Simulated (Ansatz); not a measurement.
**Al2, triplet: reading a ladder of total energies**

Geometry: that of the Al2, singlet, kept fixed.

```yaml
atoms:
  - { symbol: Al, position_ang: [0.0000, 0.0000, 0.0000] }
  - { symbol: Al, position_ang: [0.0000, 0.0000, 3.0310] }
```

Basis cc-pVTZ; Ansatz 0.2.0. Correlated methods freeze the noble-gas cores, which leaves 6 electrons in 58 orbitals. Prefix R: restricted or restricted open-shell reference; prefix U: unrestricted.

Full CI is exact within this basis and frozen core; it isn't the basis-set limit. The frozen core follows each run's orbitals, which can shift R against U totals by a few meV.

Runs differ by some tens of microhartree through their thresholds and, for an open shell, their frozen cores, so steps under 0.1 kcal/mol mean nothing.

| level | total energy (hartree) |
| --- | --- |
| UHF | -483.783633 |
| UMP2 | -483.873338 |
| UCCSD | -483.901343 |
| UCCSD(T) | -483.907656 |
| UCCSDT | -483.909519 |
| UCCSDT(Q) | -483.909920 |
| full CI | -483.909974 |

Question: What is the correlation energy at full CI, and what share of it do UMP2 and UCCSDT recover?

Answer: E(corr) = -483.909974 − (-483.783633) = -0.126341 hartree = -3.438 eV. UMP2: -0.089705 / -0.126341 = 71.00 %. UCCSDT: -0.125886 / -0.126341 = 99.64 %.

Question: By how many kcal/mol does UCCSD(T) miss full CI (1 hartree = 627.509 kcal/mol), and which steps make up the rest?

Answer: -483.907656 − (-483.909974) = 0.002318 hartree = 1.45 kcal/mol. Steps: UCCSDT − UCCSD(T) = -1.17, UCCSDT(Q) − UCCSDT = -0.25, full CI − UCCSDT(Q) = -0.03 kcal/mol. Differences between like states or geometries often cancel part of this.
